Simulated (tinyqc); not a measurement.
CCD on RHF in the sto-3g basis, for LiH, spin multiplicity 1, step by step. Computed by tinyqc, a small Python program that keeps every step (integrals from PySCF). Settings: charge = 0, multiplicity = 1, basis = sto-3g, method = RHF, energy threshold = 1e-10, iteration cap = 84, orthogonalisation = canonical, start = atomic densities, DIIS depth = 6, amplitude equations = CCD, DIIS depth for amplitudes = 0, cap on updates = 69. Command: `OMP_NUM_THREADS=1 python tinyqc.py 29211 29212 out.jsonl` (the two numbers bound the seeds that draw the settings). One thread of a shared host (Intel(R) Xeon(R) Processor @ 2.60GHz), about 0.2 s of CPU time with the checks. The early iterations of the SCF are left out here.

## One-electron integrals

Geometry (angstrom):
```
atom         x         y         z
Li    0.000000  0.000000  0.000000
H     0.000000  0.000000  1.709000
```

Basis sto-3g: exponents (1/bohr^2) and contraction coefficients of normalised primitives:
```
element  l (shell)   exponent  coefficient
Li           s (1)  16.119575     0.154329
Li           s (1)   2.936201     0.535328
Li           s (1)   0.794651     0.444635
Li           s (2)   0.636290    -0.099967
Li           s (2)   0.147860     0.399513
Li           s (2)   0.048089     0.700115
Li           p (3)   0.636290     0.155916
Li           p (3)   0.147860     0.607684
Li           p (3)   0.048089     0.391957
H            s (1)   3.425251     0.154329
H            s (1)   0.623914     0.535328
H            s (1)   0.168855     0.444635
```

Overlap, kinetic and nuclear-attraction integrals over the contracted functions; the nuclear repulsion is the sum of Za Zb / Rab.

nuclear repulsion = 0.92892430 hartree

overlap S, lower triangle:
```
           1Li 1s    1Li 2s   1Li 2px   1Li 2py   1Li 2pz     2H 1s
1Li 1s   1.000000
1Li 2s   0.241137  1.000000
1Li 2px  0.000000  0.000000  1.000000
1Li 2py  0.000000  0.000000  0.000000  1.000000
1Li 2pz  0.000000  0.000000  0.000000  0.000000  1.000000
2H 1s    0.052643  0.368160  0.000000  0.000000  0.490902  1.000000
```

kinetic energy T (hartree), lower triangle:
```
            1Li 1s    1Li 2s   1Li 2px   1Li 2py   1Li 2pz     2H 1s
1Li 1s    3.576786
1Li 2s   -0.020237  0.102163
1Li 2px   0.000000  0.000000  0.319682
1Li 2py   0.000000  0.000000  0.000000  0.319682
1Li 2pz   0.000000  0.000000  0.000000  0.000000  0.319682
2H 1s    -0.013752  0.035113  0.000000  0.000000  0.112051  0.760032
```

nuclear attraction V (hartree), lower triangle:
```
            1Li 1s     1Li 2s    1Li 2px    1Li 2py    1Li 2pz      2H 1s
1Li 1s   -8.292523
1Li 2s   -1.039008  -1.486174
1Li 2px   0.000000   0.000000  -1.445535
1Li 2py   0.000000   0.000000   0.000000  -1.445535
1Li 2pz  -0.014115  -0.115984   0.000000   0.000000  -1.538362
2H 1s    -0.224235  -0.662729   0.000000   0.000000  -0.894577  -2.154062
```

core Hamiltonian H = T + V (hartree), lower triangle:
```
            1Li 1s     1Li 2s    1Li 2px    1Li 2py    1Li 2pz      2H 1s
1Li 1s   -4.715736
1Li 2s   -1.059245  -1.384011
1Li 2px   0.000000   0.000000  -1.125853
1Li 2py   0.000000   0.000000   0.000000  -1.125853
1Li 2pz  -0.014115  -0.115984   0.000000   0.000000  -1.218680
2H 1s    -0.237987  -0.627616   0.000000   0.000000  -0.782525  -1.394030
```

## Two-electron integrals

Functions are numbered as in S; the eight-fold symmetry (ij|kl) = (ji|kl) = (kl|ij) leaves the list below.

Two-electron integrals (ij|kl) in chemists' order, unique and non-zero (hartree):
```
(11|11) 1.680395   (21|11) 0.265420   (21|21) 0.049941   (22|11) 0.397727
(22|21) 0.092860   (22|22) 0.290562   (31|31) 0.008981   (32|31) 0.013788
(32|32) 0.064184   (33|11) 0.396640   (33|21) 0.092880   (33|22) 0.290497
(33|33) 0.312946   (41|41) 0.008981   (42|41) 0.013788   (42|42) 0.064184
(43|43) 0.016869   (44|11) 0.396640   (44|21) 0.092880   (44|22) 0.290497
(44|33) 0.279207   (44|44) 0.312946   (51|51) 0.008981   (52|51) 0.013788
(52|52) 0.064184   (53|53) 0.016869   (54|54) 0.016869   (55|11) 0.396640
(55|21) 0.092880   (55|22) 0.290497   (55|33) 0.279207   (55|44) 0.279207
(55|55) 0.312946   (61|11) 0.056171   (61|21) 0.010628   (61|22) 0.020143
(61|33) 0.019908   (61|44) 0.019908   (61|51) 0.001263   (61|52) 0.002457
(61|55) 0.020623   (61|61) 0.002474   (62|11) 0.134149   (62|21) 0.031707
(62|22) 0.105165   (62|33) 0.099704   (62|44) 0.099704   (62|51) 0.005136
(62|52) 0.031379   (62|55) 0.115978   (62|61) 0.008069   (62|62) 0.063596
(63|31) 0.002514   (63|32) 0.011768   (63|53) 0.004805   (63|63) 0.004489
(64|41) 0.002514   (64|42) 0.011768   (64|54) 0.004805   (64|64) 0.004489
(65|11) 0.166859   (65|21) 0.039846   (65|22) 0.137088   (65|33) 0.127796
(65|44) 0.127796   (65|51) 0.007962   (65|52) 0.048071   (65|55) 0.155513
(65|61) 0.010535   (65|62) 0.090691   (65|65) 0.131086   (66|11) 0.308917
(66|21) 0.074266   (66|22) 0.270752   (66|33) 0.247031   (66|44) 0.247031
(66|51) 0.013588   (66|52) 0.102024   (66|55) 0.317914   (66|61) 0.019683
(66|62) 0.205071   (66|65) 0.303571   (66|66) 0.774606
```

## Orthogonalisation

S = U s U^T; canonical form X = U s^(-1/2), so that X^T S X = 1. Each column of U has its largest component positive (the first on a tie).

eigenvalues of S: 0.378622  0.800119  1.000000  1.000000  1.174417  1.646842

X:
```
                 1          2          3         4          5         6
1Li 1s    0.192293   0.793363   0.000000  0.000000   0.604382  0.180066
1Li 2s   -0.741082  -0.617359   0.000000  0.000000   0.474502  0.367723
1Li 2px   0.000000   0.000000   0.973137  0.230227   0.000000  0.000000
1Li 2py   0.000000   0.000000  -0.230227  0.973137   0.000000  0.000000
1Li 2pz  -0.888652   0.453026   0.000000  0.000000  -0.481450  0.400813
2H 1s     1.124846  -0.184459   0.000000  0.000000  -0.171059  0.528136
```

Within a degenerate level the vectors are fixed only up to a rotation; this is one choice.

## Iteration 8 (converged): orbitals

converged F (hartree), lower triangle:
```
            1Li 1s     1Li 2s   1Li 2px   1Li 2py    1Li 2pz      2H 1s
1Li 1s   -2.349077
1Li 2s   -0.640190  -0.223069
1Li 2px   0.000000   0.000000  0.163832
1Li 2py   0.000000   0.000000  0.000000  0.163832
1Li 2pz   0.014503  -0.095987  0.000000  0.000000   0.011416
2H 1s    -0.144083  -0.252480  0.000000  0.000000  -0.227711  -0.130470
```

Diagonalise F' = X^T F X, C = X C', fill 2 alpha and 2 beta electrons from the bottom; D = 2 C_occ C_occ^T. Each column has its largest component positive (the first on a tie).

F' = X^T F X (hartree), lower triangle:
```
           1          2         3         4          5          6
1   0.499485
2  -0.150970  -0.851724
3   0.000000   0.000000  0.163832
4   0.000000   0.000000  0.000000  0.163832
5  -0.110429  -1.092020  0.000000  0.000000  -1.207962
6  -0.048511  -0.365990  0.000000  0.000000  -0.496399  -0.473745
```

orbital energies (hartree): MO1 -2.351651, MO2 -0.275811, MO3 0.077120, MO4 0.163832, MO5 0.163832, MO6 0.516395

coefficients C:
```
               MO1        MO2        MO3        MO4       MO5        MO6
1Li 1s    0.991331  -0.160915  -0.211335   0.000000  0.000000   0.103970
1Li 2s    0.033155   0.464548   0.798443   0.000000  0.000000  -0.660524
1Li 2px   0.000000   0.000000   0.000000  -0.704060  0.710141   0.000000
1Li 2py   0.000000   0.000000   0.000000   0.710141  0.704060   0.000000
1Li 2pz  -0.005616   0.342176  -0.609907   0.000000  0.000000  -0.947776
2H 1s     0.002242   0.556327  -0.149234   0.000000  0.000000   1.129476
```

D after iteration 8, lower triangle:
```
            1Li 1s    1Li 2s   1Li 2px   1Li 2py   1Li 2pz     2H 1s
1Li 1s    2.017261
1Li 2s   -0.083770  0.433809
1Li 2px   0.000000  0.000000  0.000000
1Li 2py   0.000000  0.000000  0.000000  0.000000
1Li 2pz  -0.121258  0.317542  0.000000  0.000000  0.234232
2H 1s    -0.174599  0.517031  0.000000  0.000000  0.380698  0.619011
```

Within a degenerate level the vectors are fixed only up to a rotation; this is one choice.

## Convergence

Stop when the energy changes by less than 1e-10 hartree and every element of the error matrix X^T (F D S - S D F) X is below 3e-06.

Course of the cycle:
```
iteration  E (hartree)     change  largest element of the error matrix
1          -7.65888877          -                             1.41e-01
2          -7.84764855  -1.89e-01                             8.84e-02
3          -7.85545985  -7.81e-03                             1.64e-02
4          -7.85643219  -9.72e-04                             5.33e-03
5          -7.85659106  -1.59e-04                             3.37e-04
6          -7.85659161  -5.50e-07                             2.30e-05
7          -7.85659161  -3.35e-09                             2.58e-07
8          -7.85659161  -1.53e-13                             7.66e-09
```

PySCF RHF in the same basis = -7.85659161 hartree

Converged in 8 iterations.

## Integrals over molecular orbitals

(pq|rs) = sum C_ip C_jq C_kr C_ls (ij|kl), one index at a time.

one-electron integrals over orbitals h = C^T H C (hartree), lower triangle:
```
           1          2          3          4          5          6
1  -4.706455
2   0.102025  -1.451600
3   0.165722   0.029714  -1.118415
4   0.000000   0.000000   0.000000  -1.125853
5   0.000000   0.000000   0.000000   0.000000  -1.125853
6  -0.041800  -0.025288   0.028376   0.000000   0.000000  -0.968923
```

Two-electron integrals over orbitals (pq|rs), unique and non-zero (hartree):
```
(11|11) 1.658817    (21|11) -0.107284   (21|21) 0.012234    (22|11) 0.354111
(22|21) 0.005260    (22|22) 0.479802    (31|11) -0.139419   (31|21) 0.010944
(31|22) -0.014695   (31|31) 0.021787    (32|11) 0.015861    (32|21) -0.003087
(32|22) -0.050493   (32|31) 0.000109    (32|32) 0.014260    (33|11) 0.395099
(33|21) -0.010443   (33|22) 0.220692    (33|31) 0.001640    (33|32) 0.008923
(33|33) 0.336578    (41|41) 0.009817    (42|41) 0.007409    (42|42) 0.022849
(43|41) 0.010278    (43|42) 0.019395    (43|43) 0.041270    (44|11) 0.396327
(44|21) -0.004135   (44|22) 0.264848    (44|31) -0.005004   (44|32) 0.007033
(44|33) 0.281687    (44|44) 0.312946    (51|51) 0.009817    (52|51) 0.007409
(52|52) 0.022849    (53|51) 0.010278    (53|52) 0.019395    (53|53) 0.041270
(54|54) 0.016869    (55|11) 0.396327    (55|21) -0.004135   (55|22) 0.264848
(55|31) -0.005004   (55|32) 0.007033    (55|33) 0.281687    (55|44) 0.279207
(55|55) 0.312946    (61|11) 0.060260    (61|21) -0.009326   (61|22) -0.007358
(61|31) -0.003219   (61|32) 0.002047    (61|33) 0.011066    (61|44) 0.000932
(61|55) 0.000932    (61|61) 0.009600    (62|11) -0.052817   (62|21) 0.003745
(62|22) 0.121597    (62|31) 0.001672    (62|32) -0.036027   (62|33) -0.014911
(62|44) -0.021523   (62|55) -0.021523   (62|61) 0.000063    (62|62) 0.125215
(63|11) 0.018265    (63|21) -0.003177   (63|22) -0.052076   (63|31) 0.004287
(63|32) 0.010611    (63|33) 0.035969    (63|44) 0.003236    (63|55) 0.003236
(63|61) 0.004348    (63|62) -0.033030   (63|63) 0.026825    (64|41) -0.006161
(64|42) -0.019501   (64|43) -0.013480   (64|64) 0.019831    (65|51) -0.006161
(65|52) -0.019501   (65|53) -0.013480   (65|65) 0.019831    (66|11) 0.361039
(66|21) 0.002442    (66|22) 0.449028    (66|31) -0.011304   (66|32) -0.044636
(66|33) 0.240693    (66|44) 0.266519    (66|55) 0.266519    (66|61) -0.003804
(66|62) 0.127007    (66|63) -0.044594   (66|66) 0.449102
```

## CCD: starting amplitudes

t_ij^ab = <ij||ab> / (e_i + e_j - e_a - e_b), whose energy is MP2.

Starting amplitudes (spin orbitals 1a, 1b, ...; amplitudes related by a flip of all spins are not repeated):
```
from      to          t
2a 2b  6a 6b  -0.079030
2a 2b  3a 6b   0.031461
2a 2b  5a 5b  -0.025986
2a 2b  4a 4b  -0.025986
2a 2b  3a 3b  -0.020203
1a 1b  3a 3b  -0.004485
1a 2b  4a 4b  -0.002507
1a 2b  5a 5b  -0.002507
1a 1b  5a 5b  -0.001951
1a 1b  4a 4b  -0.001951
1a 1b  6a 6b  -0.001674
1a 2b  3b 6a   0.000635
1a 1b  3a 6b   0.000608
1a 2b  3a 6b  -0.000519
1a 2a  3a 6a   0.000116
1a 2b  3a 3b  -0.000039
1a 2b  6a 6b  -0.000017
```

correlation energy = -0.01387300 hartree

## CCD: amplitude update 1

t_ij^ab D_ij^ab are set to the remaining terms of the spin-orbital equations, evaluated with the old amplitudes; for the doubles these are <ij||ab> + 1/2 <ab||ef> t_ij^ef + 1/2 <mn||ij> t_mn^ab + P(ij)P(ab) <mb||ej> t_im^ae + terms in t^2, D the orbital-energy denominators.

Amplitudes after update 1 (spin orbitals 1a, 1b, ...; amplitudes related by a flip of all spins are not repeated):
```
from      to          t
2a 2b  6a 6b  -0.109033
2a 2b  3a 6b   0.046372
2a 2b  5a 5b  -0.027773
2a 2b  4a 4b  -0.027773
2a 2b  3a 3b  -0.024040
1a 1b  3a 3b  -0.003965
1a 2b  4a 4b  -0.002880
1a 2b  5a 5b  -0.002880
1a 1b  5a 5b  -0.001770
1a 1b  4a 4b  -0.001770
1a 1b  6a 6b  -0.001251
1a 2b  3b 6a   0.000799
1a 2b  3a 6b  -0.000611
1a 1b  3a 6b   0.000419
1a 2a  3a 6a   0.000189
1a 2b  6a 6b  -0.000119
1a 2b  3a 3b   0.000011
```

correlation energy = -0.01883259 hartree

## CCD: amplitude update 2

As before.

Amplitudes after update 2 (spin orbitals 1a, 1b, ...; amplitudes related by a flip of all spins are not repeated):
```
from      to          t
2a 2b  6a 6b  -0.120445
2a 2b  3a 6b   0.052813
2a 2b  3a 3b  -0.027060
2a 2b  5a 5b  -0.026674
2a 2b  4a 4b  -0.026674
1a 1b  3a 3b  -0.004007
1a 2b  5a 5b  -0.002931
1a 2b  4a 4b  -0.002931
1a 1b  5a 5b  -0.001801
1a 1b  4a 4b  -0.001801
1a 1b  6a 6b  -0.001250
1a 2b  3b 6a   0.000875
1a 2b  3a 6b  -0.000654
1a 1b  3a 6b   0.000404
1a 2a  3a 6a   0.000221
1a 2b  6a 6b  -0.000153
1a 2b  3a 3b   0.000048
```

correlation energy = -0.02072199 hartree

## CCD: convergence

E_corr = 1/4 sum <ij||ab> t_ij^ab; stop when the norm of the change is below 1e-8.

Course of the amplitude iterations:
```
update  correlation energy (hartree)  norm of the change
0                        -0.01387300                   -
1                        -0.01883259            7.40e-02
2                        -0.02072199            3.00e-02
3                        -0.02145497            1.26e-02
4                        -0.02174665            5.39e-03
5                        -0.02186470            2.34e-03
6                        -0.02191318            1.02e-03
7                        -0.02193333            4.53e-04
8                        -0.02194179            2.01e-04
9                        -0.02194537            8.99e-05
10                       -0.02194691            4.03e-05
11                       -0.02194757            1.81e-05
12                       -0.02194786            8.14e-06
13                       -0.02194798            3.67e-06
14                       -0.02194803            1.65e-06
15                       -0.02194806            7.44e-07
16                       -0.02194807            3.35e-07
17                       -0.02194807            1.51e-07
18                       -0.02194808            6.82e-08
19                       -0.02194808            3.07e-08
20                       -0.02194808            1.39e-08
21                       -0.02194808            6.25e-09
```

Converged amplitudes (spin orbitals 1a, 1b, ...; amplitudes related by a flip of all spins are not repeated):
```
from      to          t
2a 2b  6a 6b  -0.127469
2a 2b  3a 6b   0.058111
2a 2b  3a 3b  -0.030193
2a 2b  5a 5b  -0.024915
2a 2b  4a 4b  -0.024915
1a 1b  3a 3b  -0.003986
1a 2b  4a 4b  -0.002968
1a 2b  5a 5b  -0.002968
1a 1b  5a 5b  -0.001808
1a 1b  4a 4b  -0.001808
1a 1b  6a 6b  -0.001218
1a 2b  3b 6a   0.000931
1a 2b  3a 6b  -0.000689
1a 1b  3a 6b   0.000376
1a 2a  3a 6a   0.000242
1a 2b  6a 6b  -0.000192
1a 2b  3a 3b   0.000093
```

CCD total energy = -7.87853969 hartree

Converged in 21 updates.
